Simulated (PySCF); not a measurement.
PySCF job for acetic acid cation (C₂H₄O₂), SMILES CC(=O)O (connectivity only; charge and spin as stated), charge +1, multiplicity 2, TDA-B3LYP/def2-SVPD. Geometry optimised at PBE0-D3(BJ)/def2-SVP. The spin state was assumed, not searched. The values are those of a single conformer.

```python
import numpy as np
from pyscf import gto, scf, dft, tdscf

mol = gto.M(
    atom='''
    C     0.31237312    1.34875136    0.00000000
    C    -0.05074947   -0.08776659    0.00000000
    O     0.85245608   -0.98947320   -0.00000000
    O    -1.27301952   -0.34806622    0.00000000
    H    -0.56950578    2.00469808   -0.00000001
    H     0.91909579    1.52139158    0.90721292
    H     0.91909579    1.52139158   -0.90721293
    H     0.52607979   -1.91307443   -0.00000000
    ''',
    basis='def2-SVPD',
    charge=1,
    spin=1,
    max_memory=1600,
    verbose=4,
)
mf = dft.UKS(mol, xc='b3lyp').density_fit(auxbasis='def2-universal-jkfit')
mf.grids.level = 3
mf.conv_tol = 1e-9
mf.max_cycle = 100
mf.kernel()
fine, coarse = mf.grids, dft.Grids(mol).set(level=1).build(with_non0tab=True)
for _ in range(3):  # follow internal instabilities
    mf.grids = coarse
    mo, _, stable, _ = mf.stability(return_status=True, nroots=4)
    mf.grids = fine
    if stable:
        break
    mf.kernel(mf.make_rdm1(mo, mf.mo_occ))
mf.grids = dft.Grids(mol).set(level=1).build(with_non0tab=True)  # coarser grid for the response kernel
td = tdscf.TDA(mf)
td.nstates = 10
td.conv_tol = 1e-4
td.kernel(x0=td.get_init_guess(mf, 15))
td.analyze()
```

Output:

```
PySCF version 2.14.0

[INPUT] verbose = 4
[INPUT] num. atoms = 8
[INPUT] num. electrons = 31
[INPUT] charge = 1
[INPUT] spin (= nelec alpha-beta = 2S) = 1
[INPUT] symmetry False subgroup None
[INPUT] Mole.unit = angstrom
[INPUT] Symbol           X                Y                Z      unit          X                Y                Z       unit  Magmom
[INPUT]  1 C      0.312373120000   1.348751360000   0.000000000000 AA    0.590299645476   2.548770680535   0.000000000000 Bohr   0.0
[INPUT]  2 C     -0.050749470000  -0.087766590000   0.000000000000 AA   -0.095902599267  -0.165854817987   0.000000000000 Bohr   0.0
[INPUT]  3 O      0.852456080000  -0.989473200000   0.000000000000 AA    1.610908524420  -1.869833355597   0.000000000000 Bohr   0.0
[INPUT]  4 O     -1.273019520000  -0.348066220000   0.000000000000 AA   -2.405658244025  -0.657749829013   0.000000000000 Bohr   0.0
[INPUT]  5 H     -0.569505780000   2.004698080000  -0.000000010000 AA   -1.076209950557   3.788330333641  -0.000000018897 Bohr   0.0
[INPUT]  6 H      0.919095790000   1.521391580000   0.907212920000 AA    1.736839325341   2.875013414419   1.714383955467 Bohr   0.0
[INPUT]  7 H      0.919095790000   1.521391580000  -0.907212930000 AA    1.736839325341   2.875013414419  -1.714383974364 Bohr   0.0
[INPUT]  8 H      0.526079790000  -1.913074430000   0.000000000000 AA    0.994146722769  -3.615186728608   0.000000000000 Bohr   0.0

nuclear repulsion = 122.018700959267
number of shells = 50
number of NR pGTOs = 166
number of NR cGTOs = 118
basis = def2-SVPD
ecp = {}


[settings echo left out]
init E= -229.37802071271
  alpha nocc = 16  HOMO = -0.370054011319673  LUMO = -0.0670697801562898
  beta  nocc = 15  HOMO = -0.421359315191618  LUMO = -0.370054011319673

WARN: HOMO -0.370054011319673 >= LUMO -0.370054011319673

cycle= 1 E= -228.443306491038  delta_E= 0.935  |g|= 0.493  |ddm|= 2.56
  alpha nocc = 16  HOMO = -0.591196936955144  LUMO = -0.339598573915516
  beta  nocc = 15  HOMO = -0.583184702001112  LUMO = -0.466399764727728
  HOMO = -0.583184702001  LUMO = -0.466399764728  gap/eV = 3.17788
cycle= 2 E= -228.276614482246  delta_E= 0.167  |g|= 0.854  |ddm|= 1.13
  alpha nocc = 16  HOMO = -0.641813732529829  LUMO = -0.301511029732263
  beta  nocc = 15  HOMO = -0.645497005012865  LUMO = -0.500945398713255
  HOMO = -0.64181373253  LUMO = -0.500945398713  gap/eV = 3.83322
cycle= 3 E= -228.548423624815  delta_E= -0.272  |g|= 0.059  |ddm|= 0.728
  alpha nocc = 16  HOMO = -0.640297321480741  LUMO = -0.288108250537408
  beta  nocc = 15  HOMO = -0.628024357955265  LUMO = -0.478016075853675
  HOMO = -0.628024357955  LUMO = -0.478016075854  gap/eV = 4.08193
cycle= 4 E= -228.549383046268  delta_E= -0.000959  |g|= 0.0563  |ddm|= 0.119
  alpha nocc = 16  HOMO = -0.642678763403834  LUMO = -0.290913991943633
  beta  nocc = 15  HOMO = -0.633584866384223  LUMO = -0.482241600284852
  HOMO = -0.633584866384  LUMO = -0.482241600285  gap/eV = 4.11826
cycle= 5 E= -228.550772938304  delta_E= -0.00139  |g|= 0.0194  |ddm|= 0.0678
  alpha nocc = 16  HOMO = -0.641044806757894  LUMO = -0.292089927327288
  beta  nocc = 15  HOMO = -0.635295487893581  LUMO = -0.479174574212003
  HOMO = -0.635295487894  LUMO = -0.479174574212  gap/eV = 4.24827
cycle= 6 E= -228.550934438983  delta_E= -0.000162  |g|= 0.00908  |ddm|= 0.0228
  alpha nocc = 16  HOMO = -0.641540677669941  LUMO = -0.29182299475078
  beta  nocc = 15  HOMO = -0.635344263847829  LUMO = -0.478775234952892
  HOMO = -0.635344263848  LUMO = -0.478775234953  gap/eV = 4.26046
cycle= 7 E= -228.550985383178  delta_E= -5.09e-05  |g|= 0.00216  |ddm|= 0.014
  alpha nocc = 16  HOMO = -0.641312859782247  LUMO = -0.292100585457229
  beta  nocc = 15  HOMO = -0.635486934137277  LUMO = -0.478581668363739
  HOMO = -0.635486934137  LUMO = -0.478581668364  gap/eV = 4.26961
cycle= 8 E= -228.550990650914  delta_E= -5.27e-06  |g|= 0.000543  |ddm|= 0.00522
  alpha nocc = 16  HOMO = -0.641271225359572  LUMO = -0.292216373143625
  beta  nocc = 15  HOMO = -0.635572260394914  LUMO = -0.478707033651686
  HOMO = -0.635572260395  LUMO = -0.478707033652  gap/eV = 4.26852
cycle= 9 E= -228.5509911903  delta_E= -5.39e-07  |g|= 0.000206  |ddm|= 0.00197
  alpha nocc = 16  HOMO = -0.641213385221975  LUMO = -0.292167492420345
  beta  nocc = 15  HOMO = -0.635517699944617  LUMO = -0.478657498774804
  HOMO = -0.635517699945  LUMO = -0.478657498775  gap/eV = 4.26838
cycle= 10 E= -228.55099123622  delta_E= -4.59e-08  |g|= 8.78e-05  |ddm|= 0.0005
  alpha nocc = 16  HOMO = -0.641233245862282  LUMO = -0.292186380547046
  beta  nocc = 15  HOMO = -0.635535266972513  LUMO = -0.478679029053342
  HOMO = -0.635535266973  LUMO = -0.478679029053  gap/eV = 4.26828
cycle= 11 E= -228.550991241701  delta_E= -5.48e-09  |g|= 4.44e-05  |ddm|= 0.000182
  alpha nocc = 16  HOMO = -0.641230414113109  LUMO = -0.292184031785415
  beta  nocc = 15  HOMO = -0.635526259716015  LUMO = -0.478672986900188
  HOMO = -0.635526259716  LUMO = -0.4786729869  gap/eV = 4.26819
cycle= 12 E= -228.550991242635  delta_E= -9.35e-10  |g|= 2.12e-05  |ddm|= 6.83e-05
  alpha nocc = 16  HOMO = -0.641230235181417  LUMO = -0.292180128949214
  beta  nocc = 15  HOMO = -0.635529397398145  LUMO = -0.478675080942484
  HOMO = -0.635529397398  LUMO = -0.478675080942  gap/eV = 4.26822
Extra cycle  E= -228.550991242458  delta_E= 1.77e-10  |g|= 3.28e-05  |ddm|= 4.74e-05
converged SCF energy = -228.550991242458  <S^2> = 0.75457861  2S+1 = 2.0045734
tot grids = 30608
uhf_internal: lowest eigs of H = [0.09609233 0.23168749 0.24101252 0.26613198]
<class 'pyscf.df.df_jk.DFUKS'> wavefunction is stable in the internal stability analysis
tot grids = 30608


******** <class 'pyscf.tdscf.uks.TDA'> for <class 'pyscf.df.df_jk.DFUKS'> ********
nstates = 10
deg_eia_thresh = 1.000e-03
wfnsym = None
conv_tol = 0.0001
eigh lindep = 1e-12
eigh level_shift = 0
eigh max_cycle = 100


Excitation energies (eV)
[1.57586125 3.29071065 3.31914754 3.67097493 5.97206663 6.04808273
 6.27602655 6.8319497  7.59975371 7.84317381]

** Excitation energies and oscillator strengths **
Excited State   1:      1.57586 eV    786.77 nm  f=0.0000
      10b ->   16b      0.18346
      14b ->   16b     -0.15065
      15b ->   16b      0.96899
Excited State   2:      3.29071 eV    376.77 nm  f=0.0085
       9b ->   16b      0.23266
      12b ->   16b      0.81888
      13b ->   16b      0.51085
Excited State   3:      3.31915 eV    373.54 nm  f=0.0013
      14b ->   16b      0.98498
      15b ->   16b      0.16151
Excited State   4:      3.67097 eV    337.74 nm  f=0.0211
      12b ->   16b     -0.53818
      13b ->   16b      0.83195
Excited State   5:      5.97207 eV    207.61 nm  f=0.0000
      10b ->   16b     -0.97776
      15b ->   16b      0.17786
Excited State   6:      6.04808 eV    205.00 nm  f=0.0406
      14a ->   17a     -0.16971
      15a ->   17a      0.10146
      11b ->   16b     -0.94742
      15b ->   17b     -0.21207
Excited State   7:      6.27603 eV    197.55 nm  f=0.0207
       9b ->   16b      0.96402
      12b ->   16b     -0.17809
      13b ->   16b     -0.13674
Excited State   8:      6.83195 eV    181.48 nm  f=0.0020
      14a ->   17a     -0.34483
      15a ->   17a      0.58392
      15b ->   17b      0.72368
Excited State   9:      7.59975 eV    163.14 nm  f=0.0016
      12a ->   17a     -0.15089
      13a ->   17a      0.28552
      16a ->   17a      0.87829
      12b ->   17b     -0.27451
      13b ->   17b     -0.19277
Excited State  10:      7.84317 eV    158.08 nm  f=0.0008
      11a ->   17a     -0.11387
      14a ->   17a     -0.56443
      15a ->   17a     -0.39657
      10b ->   17b      0.10823
      14b ->   17b     -0.69310
      15b ->   17b      0.11064

** Transition electric dipole moments (AU) **
state          X           Y           Z        Dip. S.      Osc.
  1         0.0000      0.0000     -0.0356      0.0013      0.0000
  2         0.0940      0.3105     -0.0000      0.1053      0.0085
  3        -0.0000      0.0000      0.1257      0.0158      0.0013
  4         0.2224      0.4306      0.0000      0.2349      0.0211
  5         0.0000      0.0000      0.0133      0.0002      0.0000
  6         0.4207      0.3117     -0.0000      0.2741      0.0406
  7        -0.0095     -0.3667      0.0000      0.1346      0.0207
  8         0.0958      0.0525     -0.0000      0.0119      0.0020
  9        -0.0000      0.0000     -0.0923      0.0085      0.0016
 10         0.0616     -0.0181     -0.0000      0.0041      0.0008

** Transition velocity dipole moments (imaginary part, AU) **
state          X           Y           Z        Dip. S.      Osc.
  1        -0.0000     -0.0000      0.0038      0.0000      0.0002
  2        -0.0108     -0.0037     -0.0000      0.0001      0.0007
  3        -0.0000      0.0000     -0.0002      0.0000      0.0000
  4        -0.0117     -0.0130      0.0000      0.0003      0.0015
  5        -0.0000      0.0000      0.0031      0.0000      0.0000
  6        -0.0129      0.0262     -0.0000      0.0009      0.0026
  7        -0.0128      0.0064      0.0000      0.0002      0.0006
  8         0.0004      0.0048     -0.0000      0.0000      0.0001
  9         0.0000      0.0000      0.0050      0.0000      0.0001
 10         0.0016     -0.0001      0.0000      0.0000      0.0000

** Transition magnetic dipole moments (imaginary part, AU) **
state          X           Y           Z
  1         0.6670      0.1450     -0.0000
  2        -0.0000      0.0000     -0.3745
  3         0.1261     -0.2716     -0.0000
  4         0.0000     -0.0000     -0.0785
  5        -0.3393     -0.0658      0.0000
  6         0.0000      0.0000      0.1181
  7        -0.0000      0.0000     -0.8634
  8         0.0000     -0.0000      0.0236
  9         0.3896      0.0477      0.0000
 10         0.0000      0.0000     -0.0170
```

The run converged.

Cost: very roughly 90 core-seconds.
